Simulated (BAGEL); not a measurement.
# C2H6Si (SMILES C[Si]C): RI-MP2/6-311+G(d,p) (density fitting with qzvpp-jkfit)

What is the energy change on altering one bond length of C2H6Si at RI-MP2/6-311+G** (density fitting with qzvpp-jkfit)? 

The calculation is run with BAGEL 1.2.2.

2 further runs of the same task are left out: 2 set aside as unsound or not needed.

## (1) Starting point

The species is C2H6Si (9 atoms), meant as a singlet with charge 0. SMILES: `C[Si]C`. The coordinates come from a PBE0-D4/def2-TZVP relaxation.

Bond lengths: C1–Si2 1.896 Å, Si2–C3 1.896 Å, C1–H4 1.102 Å, C1–H5 1.091 Å, C1–H6 1.095 Å, C3–H7 1.095 Å, C3–H8 1.091 Å, C3–H9 1.102 Å. Some angles: C1–Si2–C3 97.8°, Si2–C1–H4 105.3°, Si2–C1–H5 113.7°, Si2–C1–H6 114.0°, Si2–C3–H7 113.9°, Si2–C3–H8 113.7°, Si2–C3–H9 105.3°, H4–C1–H5 107.1°, H4–C1–H6 106.4°, H5–C1–H6 109.8°.

## (2) A single-point energy at RI-MP2/6-311+G(d,p) (density fitting with qzvpp-jkfit)

Input file calc.json:

```json
{ "bagel": [

{
  "title": "molecule",
  "basis": "6-311+gss.json",
  "df_basis": "qzvpp-jkfit",
  "angstrom": "true",
  "geometry": [
    { "atom": "C", "xyz": [   -0.527400,    1.047300,   -0.805300 ] },
    { "atom": "Si", "xyz": [    0.896800,   -0.199700,   -0.912800 ] },
    { "atom": "C", "xyz": [    0.601900,   -1.069400,    0.746000 ] },
    { "atom": "H", "xyz": [   -1.430700,    0.480400,   -1.082200 ] },
    { "atom": "H", "xyz": [   -0.439700,    1.875000,   -1.511000 ] },
    { "atom": "H", "xyz": [   -0.703500,    1.436700,    0.202600 ] },
    { "atom": "H", "xyz": [   -0.455600,   -1.193000,    1.001000 ] },
    { "atom": "H", "xyz": [    1.117900,   -2.026600,    0.837300 ] },
    { "atom": "H", "xyz": [    1.028800,   -0.397000,    1.507100 ] }
  ]
},
{
  "title": "hf"
},
{
  "title": "mp2",
  "ncore": 7
}

]}
```

The basis set 6-311+G** is read from a file made from the Basis Set Exchange's data (not shown).

Started as:

```bash
$ BAGEL_NUM_THREADS=1 BAGEL calc.json > calc.out
```

What it wrote:

```text
* using 1 threads per process

  ===============================================================
  ===============================================================

  *** Geometry ***

  { "atom" : "C", "xyz" : [     -0.996642,      1.979110,     -1.521796 ] },
  { "atom" : "Si", "xyz" : [      1.694706,     -0.377378,     -1.724942 ] },
  { "atom" : "C", "xyz" : [      1.137426,     -2.020873,      1.409736 ] },
  { "atom" : "H", "xyz" : [     -2.703631,      0.907824,     -2.045062 ] },
  { "atom" : "H", "xyz" : [     -0.830913,      3.543236,     -2.855376 ] },
  { "atom" : "H", "xyz" : [     -1.329422,      2.714970,      0.382859 ] },
  { "atom" : "H", "xyz" : [     -0.860959,     -2.254443,      1.891616 ] },
  { "atom" : "H", "xyz" : [      2.112525,     -3.829719,      1.582268 ] },
  { "atom" : "H", "xyz" : [      1.944150,     -0.750221,      2.848006 ] },

  Number of auxiliary basis functions:      386

  Since a DF basis is specified, we compute 2- and 3-index integrals:
    o Being stored without compression. Storage requirement is 0.037 GB

  Number of basis functions:      110
  Number of electrons      :       32

    * METHOD: MOLECULE                             0.14

  *** RHF ***

  === Nuclear Repulsion ===
    97.7047894472

      * DIIS with orbital gradients will be used.

  === RHF iteration (6-311+gss.json) ===
      0       -367.82840032          0.02694786           0.04
      1       -368.06678413          0.01428212           0.04
      2       -368.13453491          0.00179112           0.04
      3       -368.13770802          0.00027986           0.04
      4       -368.13781625          0.00008072           0.04
      5       -368.13782521          0.00001975           0.04
      6       -368.13782566          0.00000528           0.04
      7       -368.13782569          0.00000098           0.04
      8       -368.13782569          0.00000029           0.04
      9       -368.13782569          0.00000008           0.04
     10       -368.13782569          0.00000003           0.04
     11       -368.13782569          0.00000001           0.04
     12       -368.13782569          0.00000000           0.04
    * SCF iteration converged.

    * Permanent dipole moment:
           (    0.377460,    -0.082966,    -0.387798) a.u.

    * METHOD: HF                                   0.66

  *** RHF ***

  === Nuclear Repulsion ===
    97.7047894472

      * DIIS with orbital gradients will be used.

  === RHF iteration (6-311+gss.json) ===
      0       -368.13782569          0.00000000           0.04
    * SCF iteration converged.

    * Permanent dipole moment:
           (    0.377460,    -0.082966,    -0.387798) a.u.

  === DF-MP2 calculation ===

    * freezing 7 orbitals
    * 3-index integral transformation done
    * assembly done

      MP2 correlation energy:   -0.3957437051      0.03

      MP2 total energy:       -368.5335693992

    * METHOD: MP2                                  0.13

  ===============================================================
```

It took 1.1 s on 1 thread of Arm Neoverse V2, shared host; peak memory 0.12 GiB.

## (3) The distorted shape, same level

Input file calc.json:

```json
{ "bagel" : [

{
  "title" : "molecule",
  "basis" : "6-311+gss.json",
  "df_basis" : "qzvpp-jkfit",
  "angstrom" : true,
  "geometry" : [
    { "atom" : "C", "xyz" : [   -0.655451,    0.845610,   -1.033597 ] },
    { "atom" : "Si", "xyz" : [    0.768749,   -0.401390,   -1.141097 ] },
    { "atom" : "C", "xyz" : [    0.473849,   -1.271090,    0.517703 ] },
    { "atom" : "H", "xyz" : [   -1.558751,    0.278710,   -1.310497 ] },
    { "atom" : "H", "xyz" : [   -0.567751,    1.673310,   -1.739297 ] },
    { "atom" : "H", "xyz" : [   -0.831551,    1.235010,   -0.025697 ] },
    { "atom" : "H", "xyz" : [   -0.583651,   -1.394690,    0.772703 ] },
    { "atom" : "H", "xyz" : [    0.989849,   -2.228290,    0.609003 ] },
    { "atom" : "H", "xyz" : [    1.028800,   -0.397000,    1.507100 ] }
  ]
},
{ "title" : "hf" },
{ "title" : "mp2", "ncore" : 7 }

]}
```

The basis set 6-311+G** is read from a file made from the Basis Set Exchange's data (not shown).

Started as:

```bash
$ BAGEL_NUM_THREADS=1 BAGEL calc.json > calc.out
```

What it wrote:

```text
* using 1 threads per process

  ===============================================================
  ===============================================================

  *** Geometry ***

  { "atom" : "C", "xyz" : [     -1.238623,      1.597971,     -1.953215 ] },
  { "atom" : "Si", "xyz" : [      1.452725,     -0.758517,     -2.156361 ] },
  { "atom" : "C", "xyz" : [      0.895445,     -2.402012,      0.978317 ] },
  { "atom" : "H", "xyz" : [     -2.945612,      0.526686,     -2.476480 ] },
  { "atom" : "H", "xyz" : [     -1.072894,      3.162098,     -3.286795 ] },
  { "atom" : "H", "xyz" : [     -1.571404,      2.333831,     -0.048560 ] },
  { "atom" : "H", "xyz" : [     -1.102941,     -2.635582,      1.460197 ] },
  { "atom" : "H", "xyz" : [      1.870544,     -4.210858,      1.150849 ] },
  { "atom" : "H", "xyz" : [      1.944150,     -0.750221,      2.848006 ] },

  Number of auxiliary basis functions:      386

  Since a DF basis is specified, we compute 2- and 3-index integrals:
    o Being stored without compression. Storage requirement is 0.037 GB

  Number of basis functions:      110
  Number of electrons      :       32

    * METHOD: MOLECULE                             0.15

  *** RHF ***

  === Nuclear Repulsion ===
    96.6331599901

      * DIIS with orbital gradients will be used.

  === RHF iteration (6-311+gss.json) ===
      0       -367.79187905          0.02638341           0.04
      1       -368.02276401          0.01450969           0.04
      2       -368.09500032          0.00184015           0.04
      3       -368.09831879          0.00034517           0.04
      4       -368.09843151          0.00013618           0.04
      5       -368.09844826          0.00003298           0.04
      6       -368.09844954          0.00000859           0.04
      7       -368.09844963          0.00000261           0.04
      8       -368.09844964          0.00000127           0.04
      9       -368.09844965          0.00000056           0.04
     10       -368.09844965          0.00000024           0.04
     11       -368.09844965          0.00000008           0.04
     12       -368.09844965          0.00000002           0.04
     13       -368.09844965          0.00000001           0.04
    * SCF iteration converged.

    * Permanent dipole moment:
           (    0.419407,    -0.024135,    -0.288102) a.u.

    * METHOD: HF                                   0.69

  *** RHF ***

  === Nuclear Repulsion ===
    96.6331599901

      * DIIS with orbital gradients will be used.

  === RHF iteration (6-311+gss.json) ===
      0       -368.09844965          0.00000000           0.04
    * SCF iteration converged.

    * Permanent dipole moment:
           (    0.419407,    -0.024135,    -0.288102) a.u.

  === DF-MP2 calculation ===

    * freezing 7 orbitals
    * 3-index integral transformation done
    * assembly done

      MP2 correlation energy:   -0.3985070850      0.03

      MP2 total energy:       -368.4969567322

    * METHOD: MP2                                  0.13

  ===============================================================
```

It took 1.1 s on 1 thread of Arm Neoverse V2, shared host; peak memory 0.12 GiB.

## (4) What came out

At RI-MP2/6-311+G** (density fitting with qzvpp-jkfit), 7 core orbitals frozen:

```
                                                         quantity          value
                                        first shape: total energy  -368.53357 Eh
         first shape: correlation energy (7 core orbitals frozen)     -395.7 mEh
                                    distorted shape: total energy  -368.49696 Eh
     distorted shape: correlation energy (7 core orbitals frozen)     -398.5 mEh
energy change with the C3–H9 bond stretched from 1.102 to 1.432 Å       0.996 eV
```

With the C3–H9 bond stretched from 1.102 to 1.432 Å the energy rises by 1.00 eV (23.0 kcal/mol). The first shape isn't relaxed at this level, so the change isn't measured from a minimum.
